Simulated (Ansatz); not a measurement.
Species: PH4, charge 1, multiplicity 1. 
Structure (B3LYP-D3(BJ)/def2-TZVP (Ansatz, a quantum-chemistry and plane-wave program) minimum search):
SMILES: [PH4+]
```xyz
5

P      0.0000     0.0000     0.0000
H      0.0115     1.3163    -0.4706
H      1.1354    -0.6707    -0.4639
H     -1.1473    -0.6505    -0.4634
H      0.0003     0.0049     1.3979
```
Charge +1, spin multiplicity 1.

Basis-set convergence of Hartree-Fock and MP2 correlation energies (hartree) with Ansatz. Cores are frozen in the correlated levels unless marked. No spin-orbit coupling. No relativistic terms.

```tsv
basis	functions	E(HF)	E(corr, MP2)
def2-SVP	38	-342.67983	-0.12921
def2-TZVPP	98	-342.80390	-0.16012
def2-QZVPP	190	-342.81460	-0.17150
```

Extrapolating the two largest sets (X = 3 and 4) as X^-3: E(corr) = (64·(-0.17150) - 27·(-0.16012))/37 = -0.1798 Eh, an estimate of the basis-set limit. The largest set recovers 95.4 % of it, the smallest 71.9 %.
